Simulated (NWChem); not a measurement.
**A calculation on water (H₂O)**

```xyz
3

O      0.0000     0.0000     0.1226
H      0.7577     0.0000    -0.4905
H     -0.7577     0.0000    -0.4905
```
Charge 0, spin multiplicity 1.

Everything below was run with NWChem. The geometry was optimised at PBE/def2-SVP, a minimum by its harmonic frequencies.

The field's frequency is 0.0773 Ha (589 nm).

The correlated methods keep 1 core orbital frozen.

Q: Give the polarisability tensor in bohr³ at CCSD linear response/Sadlej pVTZ, 1 core orbitals frozen, in the frame of the coordinates, and its isotropic mean.

A: 
```
10.61   0.00   0.00
 0.00   9.96   0.00
 0.00   0.00  10.24
```
Mean (one third of the trace): 10.27 bohr³.
